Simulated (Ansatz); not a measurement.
Gas-phase electronic energies from Ansatz, PBE0-D4/def2-TZVP geometries. CCSD(T)/CBS adds triple-zeta CCSD(T) − MP2 to the extrapolated MP2 energy (def2 sets, frozen cores). This one scheme is used for every species. Each species was taken in one conformer, which may not be the lowest.

Reaction (formal hydrolysis of a C–C bond): `CC(C)(C)F` + H₂O → `CC(C)(O)F` + CH₄

| species | MP2/def2-QZVPP energy (Eh) |
| --- | --- |
| `CC(C)(C)F` | -257.30209 |
| H₂O | -76.34932 |
| `CC(C)(O)F` | -293.22182 |
| CH₄ | -40.42633 |

**Question.** Work out ΔE.

**Answer.** ΔE = (-293.22182) + (-40.42633) − (-257.30209) − (-76.34932) = 0.00326 Eh = +2.0 kcal/mol. CCSD(T)/CBS gives +1.4 kcal/mol.

Largest T1 diagnostic among the species: 0.011.

The D4 term adds +1.1 kcal/mol with B3LYP and +0.6 kcal/mol with PBE0; it sums over pairs of atoms, weighted by their polarisabilities, and B3LYP, whose exchange is more repulsive, gets the larger term. From BLYP to BHLYP (50 % exact exchange), in def2-TZVPP and without D4, ΔE moves by +1.0 kcal/mol. At CCSD(T), def2-SVP lies −5.5 kcal/mol from the extrapolated value and def2-TZVPP −1.2 kcal/mol.

B3LYP here is the variant with VWN-RPA as its local correlation; programs differ in this.
